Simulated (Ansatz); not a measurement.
# BN2H5 (SMILES NBN) at HF/STO-3G

Aim: the vertical singlet–triplet gap of BN2H5 at HF/STO-3G, from 2 runs. 

Program for the calculation: Ansatz 0.2.0.

41 further runs of the same task are left out: 41 set aside as unsound or not needed.

## 1. Starting point

BN2H5 has 8 atoms, charge 0, and is taken as a singlet. SMILES: `NBN`. The coordinates come from a PBE0-D4/def2-TZVP relaxation.

Bond lengths: N1–B2 1.409 Å, B2–N3 1.409 Å, N1–H4 1.005 Å, N1–H5 1.002 Å, B2–H6 1.200 Å, N3–H7 1.003 Å, N3–H8 1.005 Å. Angles: N1–B2–N3 122.9°, N1–B2–H6 118.5°, N3–B2–H6 118.5°, B2–N1–H4 124.5°, B2–N1–H5 121.9°, B2–N3–H7 121.9°, B2–N3–H8 124.5°, H4–N1–H5 113.6°, H7–N3–H8 113.6°.

## 2. The energy at HF/STO-3G

Contents of input.yaml:

```yaml
basis:
  gaussian:
    orbitals: STO-3G
crystal:
  periodic: [false, false, false]
  atoms:
    - {symbol: N, position_ang: [-0.971000, 0.516500, -0.581100]}
    - {symbol: B, position_ang: [0.194200, 0.386600, 0.200500]}
    - {symbol: N, position_ang: [0.848200, -0.845200, 0.401400]}
    - {symbol: H, position_ang: [-1.426800, -0.244500, -1.053400]}
    - {symbol: H, position_ang: [-1.423900, 1.400900, -0.713700]}
    - {symbol: H, position_ang: [0.649700, 1.368600, 0.718000]}
    - {symbol: H, position_ang: [1.676700, -0.919800, 0.960900]}
    - {symbol: H, position_ang: [0.545000, -1.720300, 0.011600]}
hamiltonian:
  xc: hf
accuracy: high
output: {orbitals: {seedname: orbitals}}
```

Command:

```sh
$ ansatz run input.yaml --threads 1 --pin off --max-ram 3480MiB --events-out events.jsonl --progress --plain --runs-dir runs
```

Standard output:

```text
Warning: RAYON_NUM_THREADS=1 ignored (pool sized by the plan → 1); use --threads N
Functional definition: HF
  name "HF"
  exchange = exact_x
  correlation = 0
370 factors; integrals over basis functions are off by at most 2.0e-8 eV
mean field evaluation 1: about -3667.9838 eV, gradient 1.7e1 eV
mean field evaluation 2: about -3668.0725 eV, gradient 1.7e1 eV
mean field evaluation 4: about -3668.9916 eV, gradient 9.8e-1 eV
mean field evaluation 8: about -3668.9951 eV, gradient 5.7e-7 eV
mean field -3668.99514668 eV, -134.8330847062 hartree, gradient 6.0e-8 eV, S^2 0.000000; 0 other end points of the search recorded, 0 dependent functions left out
reference -3668.99514668 eV, -134.8330847062 hartree; 12, 12 occupied and 8, 8 virtual orbitals, 370 factors
Total energy: -3668.99514668 eV, -134.8330847062 hartree
```

Run time: 0.08 s. Hardware: 1 thread of Intel Xeon 6975P-C (Granite Rapids), shared host.

## 3. The triplet

Contents of molecule.yaml:

```yaml
crystal:
  periodic: [false, false, false]
  atoms:
    - {symbol: "N", position_ang: [-0.971000, 0.516500, -0.581100]}
    - {symbol: B, position_ang: [0.194200, 0.386600, 0.200500]}
    - {symbol: "N", position_ang: [0.848200, -0.845200, 0.401400]}
    - {symbol: H, position_ang: [-1.426800, -0.244500, -1.053400]}
    - {symbol: H, position_ang: [-1.423900, 1.400900, -0.713700]}
    - {symbol: H, position_ang: [0.649700, 1.368600, 0.718000]}
    - {symbol: H, position_ang: [1.676700, -0.919800, 0.960900]}
    - {symbol: H, position_ang: [0.545000, -1.720300, 0.011600]}
basis:
  gaussian: {orbitals: STO-3G}
total_charge: 0
magnetization: {spin_polarized: true, initial_magnetization: 2}
hamiltonian: {xc: hf}
accuracy: high
output: {orbitals: {seedname: orbitals}}
```

Command:

```sh
$ ansatz run molecule.yaml --threads 1 --pin off --max-ram 3480MiB --events-out events.jsonl --progress --plain --runs-dir runs
```

Standard output:

```text
Warning: RAYON_NUM_THREADS=1 ignored (pool sized by the plan → 1); use --threads N
Functional definition: HF
  name "HF"
  exchange = exact_x
  correlation = 0
370 factors; integrals over basis functions are off by at most 2.0e-8 eV
mean field evaluation 1: about -3659.7552 eV, gradient 1.2e1 eV
mean field evaluation 2: about -3659.8880 eV, gradient 1.2e1 eV
mean field evaluation 4: about -3660.8904 eV, gradient 6.8e-1 eV
mean field evaluation 8: about -3660.8972 eV, gradient 2.5e-2 eV
mean field evaluation 16: about -3660.9791 eV, gradient 1.9e0 eV
mean field evaluation 32: about -3661.0144 eV, gradient 9.7e-3 eV
mean field -3661.01220596 eV, -134.5397170459 hartree, gradient 1.6e-8 eV, S^2 2.015147; 1 other end points of the search recorded, 0 dependent functions left out
reference -3661.01220596 eV, -134.5397170459 hartree; 13, 11 occupied and 7, 9 virtual orbitals, 370 factors
Total energy: -3661.01220596 eV, -134.5397170459 hartree
```

It took 0.14 s on 1 thread of Intel Xeon 6975P-C (Granite Rapids), shared host.

## 4. Outcome

Level: HF/STO-3G.

| quantity | value |
| --- | --- |
| singlet: total energy | -134.83308 Eh |
| singlet: HOMO energy | -8.11 eV |
| singlet: LUMO energy | 10.93 eV |
| singlet: HOMO–LUMO gap | 19.04 eV |
| triplet: total energy | -134.53972 Eh |
| triplet: HOMO energy (highest over α and β) | 0.28 eV |
| triplet: LUMO energy (lowest over α and β) | 3.54 eV |
| triplet: ⟨S²⟩ | 2.015 |
| vertical energy of the triplet above the singlet | 7.983 eV |

In words: At this shape the triplet lies 7.98 eV (184 kcal/mol) above the singlet. In a minimal basis such a difference can be off by several eV, whatever the method.
